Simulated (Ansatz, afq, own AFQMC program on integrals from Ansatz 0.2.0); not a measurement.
**CH₄OSi, singlet: AFQMC among the cluster methods**

```yaml
atoms:
  - { symbol: C, position_ang: [-0.6241, 0.4711, -0.2789] }
  - { symbol: Si, position_ang: [1.2121, 0.1475, -0.7294] }
  - { symbol: O, position_ang: [1.5901, -0.9994, 0.4301] }
  - { symbol: H, position_ang: [-1.2128, -0.4619, -0.3601] }
  - { symbol: H, position_ang: [-1.0965, 1.2241, -0.9292] }
  - { symbol: H, position_ang: [-0.7141, 0.8222, 0.7661] }
  - { symbol: H, position_ang: [0.9067, -1.2716, 1.0557] }
```

Basis def2-TZVP. Only valence electrons are correlated. Ansatz 0.2.0 and our own AFQMC program on the same integrals; the CISD trial comes from CCSD amplitudes, and released means the phaseless constraint is let go. Error bars are statistical, one sigma.

Determinant: RHF, the one that the program's search chose, which needn't be the lowest solution. The geometry is a PBE0/def2-SVP stationary point of this or a neighbouring charge and spin state.

No full CI on the walks' own integrals is used here. The released AFQMC energy serves as the reference, which it does only where one determinant dominates, the energy is flat over the last release times and near the phaseless one (40 meV or 2 meV an electron, half that with transition metals). On small molecules, where full CI could be run and the noise was under 10 meV, such values lay within 10 meV of it in 19 cases of 20, a flattering rate, since the rule was set on those same cases; what remains of the bias isn't in the error bar.

Cautions: restricted determinant unstable towards unrestricted (UHF 18 meV lower, ⟨S²⟩ 0.17); the released value is read at 0.99 1/Eh, later times being too noisy (meV from the phaseless value at times in 1/Eh: -3 ± 6 at 0.24, -19 ± 9 at 0.51, -5 ± 9 at 0.99, -25 ± 16 at 1.50).

```
T1 diagnostic                               : 0.0142
weight of the determinant in the CISD state : 0.824
size of the correlated space                : 18 electrons in 116 orbitals
```

| level | correlation energy (eV) |
| --- | --- |
| MP2 | -13.9188 |
| CCSD | -14.7543 |
| CCSD(T) | -15.3083 |

Task: Estimate where AFQMC with the constraint released lies against CCSD(T) on the same integrals.

Result: 5.3 ± 0.9 kJ/mol below CCSD(T).

Reference: AFQMC with the constraint released, correlation energy -15.364 ± 0.009 eV.

```json
{"level": "CCSD(T)", "E − E(reference) (kJ/mol)": "5.3 ± 0.9", "share of correlation (%)": "99.64"}
{"level": "ph-AFQMC/HF", "E − E(reference) (kJ/mol)": "-10.9 ± 3.5", "share of correlation (%)": "100.74"}
{"level": "ph-AFQMC/CISD", "E − E(reference) (kJ/mol)": "0.5 ± 1.1", "share of correlation (%)": "99.97"}
```

Released energies are given only where the last usable release times agree within the noise; a slower fall can still hide under it.
